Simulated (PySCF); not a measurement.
Gas-phase reaction: BCl3 + 2 BH2 + H2 = 3 BH2Cl

Energies from PySCF (xtb for GFN2), thermal terms from the rigid-rotor harmonic-oscillator model, ideal gas at 1 bar. † marks an energy on the PBE0/def2-TZVP geometry and frequencies; other levels use their own. CCSD(T) freezes the core. 6-31G* has spherical d functions here. Open shells (unrestricted): BH2 (multiplicity 2); the rest are closed-shell singlets. GFN2 has no spin-polarisation term. B3LYP is the form with VWN-RPA correlation. BH2Cl: computed as isolated molecules; such fragments, hydroxides, amides, oligomers or adducts are transient or little studied in the gas. CCSD(T) isn't extrapolated to the basis-set limit.

```csv
level,"ΔH°(298 K), kJ"
B3LYP/6-31G*,-494
B3LYP/def2-TZVP†,-478
BLYP/def2-TZVP†,[?]
CCSD(T)/def2-TZVPP†,[?]
GFN2-xTB,[?]
PBE/def2-TZVP†,-470
LDA/def2-TZVP†,-519
ωB97M-V/def2-TZVP†,[?]
```

Fill in the missing entries.


- BLYP/def2-TZVP†, ΔH°(298 K), kJ: -470
- CCSD(T)/def2-TZVPP†, ΔH°(298 K), kJ: -476
- GFN2-xTB, ΔH°(298 K), kJ: -675
- ωB97M-V/def2-TZVP†, ΔH°(298 K), kJ: -491
